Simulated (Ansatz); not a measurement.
# 1T (CdI2-type) VSe2 (undistorted form, which takes a superstructure on cooling)

These are r²SCAN+rVV10 (Ansatz, a program for electronic structure, plane waves, PAW) values and carry that method's errors.

Run with plane-wave cutoff 560 eV, 18×18×10 k mesh (along the axes of the cell as run), Fermi–Dirac smearing 0.05 eV, spin-polarised with parallel moments, scalar-relativistic PAW data made under PBE.

Cell: relaxed at this level.

```
Property                     Value
-------------------  -------------
volume per atom      20.52 Å³/atom
bulk modulus              32.6 GPa
band gap             zero (no gap)
lattice parameter a        3.408 Å
lattice parameter c        6.123 Å
```

Note: the magnetic order was assumed, not searched for or taken from measurement; the bulk modulus comes from volumes at which shape and atoms were relaxed.

Spin–orbit coupling is not included.

The computed numbers hold no vibrational or temperature effects.
